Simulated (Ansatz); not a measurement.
Dissociation curve of SMILES ClB(Cl)Cl. The B1–Cl4 bond (B1 also carries Cl, Cl; Cl4 carries nothing else) is stretched with both fragments frozen at the PBE0/def2-TZVP optimised geometry.

Level of theory: CCSD(T) on UHF/cc-pVTZ, frozen core (Ansatz, a quantum-chemistry and plane-wave program).

### Question
Relative to R = 1.74 Å, what are the energies at R = 1.40, 1.92, 2.00, 3.44 Å?

### Answer
100.1 mEh at 1.40 Å, 9.9 mEh at 1.92 Å, 19.0 mEh at 2.00 Å, 176.1 mEh at 3.44 Å.

The unrestricted determinant behind UCCSD(T) is spin-contaminated at 2.61 to 6.10 Å (<S²> up to 1.0, against 0.00 for a pure singlet).
